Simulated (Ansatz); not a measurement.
# C5H8: the cost of one run

Method: the levels named in each step, in Ansatz 0.2.0.

## (1) The system as given

Bond lengths: C1–C2 1.327 Å, C2–C3 1.463 Å, C3–C4 1.330 Å, C3–C5 1.501 Å, C1–H6 1.077 Å, C1–H7 1.077 Å, C2–H8 1.084 Å, C4–H9 1.076 Å, C4–H10 1.077 Å, C5–H11 1.090 Å, C5–H12 1.087 Å, C5–H13 1.090 Å. Angles (14 of 18 angles, heavy atoms first): C1–C2–C3 126.1°, C2–C3–C4 123.3°, C2–C3–C5 114.9°, C4–C3–C5 121.8°, C1–C2–H8 119.1°, C3–C2–H8 114.7°, C2–C1–H6 121.6°, C2–C1–H7 122.2°, C3–C4–H9 122.1°, C3–C4–H10 121.7°, C3–C5–H11 110.2°, C3–C5–H12 111.2°, C3–C5–H13 110.1°, H6–C1–H7 116.2°.

Structure file:

```xyz
13

C     1.9882    0.3264   -0.0625
C     0.9129   -0.3878    0.2432
C    -0.4768    0.0009    0.0046
C    -0.8634    1.2624   -0.1637
C    -1.4583   -1.1351   -0.0066
H     2.9818   -0.0313    0.1477
H     1.9210    1.2887   -0.5408
H     1.0391   -1.3649    0.6942
H    -0.1684    2.0824   -0.1272
H    -1.8952    1.5195   -0.3323
H    -1.1783   -1.8677   -0.7633
H    -2.4647   -0.7823   -0.2162
H    -1.4590   -1.6392    0.9599
```

## (2) A rough first relaxation, PBE-D4/def2-SVP

Contents of input.yaml:

```yaml
crystal:
  periodic: [false, false, false]
  atoms:
    - { symbol: C, position_ang: [1.9882, 0.32638, -0.06254] }
    - { symbol: C, position_ang: [0.91287, -0.38784, 0.24316] }
    - { symbol: C, position_ang: [-0.47676, 0.00089, 0.00457] }
    - { symbol: C, position_ang: [-0.86337, 1.26236, -0.16366] }
    - { symbol: C, position_ang: [-1.45827, -1.13509, -0.0066] }
    - { symbol: H, position_ang: [2.98184, -0.0313, 0.14772] }
    - { symbol: H, position_ang: [1.92096, 1.2887, -0.54079] }
    - { symbol: H, position_ang: [1.03914, -1.36494, 0.69419] }
    - { symbol: H, position_ang: [-0.16838, 2.08243, -0.12717] }
    - { symbol: H, position_ang: [-1.89521, 1.51951, -0.33227] }
    - { symbol: H, position_ang: [-1.17826, -1.86771, -0.76326] }
    - { symbol: H, position_ang: [-2.46473, -0.78228, -0.21622] }
    - { symbol: H, position_ang: [-1.459, -1.63915, 0.95989] }
basis:
  gaussian: { orbitals: def2-SVP }
hamiltonian:
  xc: pbe
  dispersion: d4
relax:
  f_tol: 0.03
  max_steps: 200
```

Started as:

```bash
ansatz run input.yaml --threads 4 --pin off --max-ram 10240MiB --backend cpu --events-out ev --progress --plain --runs-dir out
```

**Question.** How long does this run take on 4 threads of Intel Xeon Platinum 8488C (Sapphire Rapids), shared host, and how much memory does it need?

About 7.9 s, with a peak of 0.15 GiB.
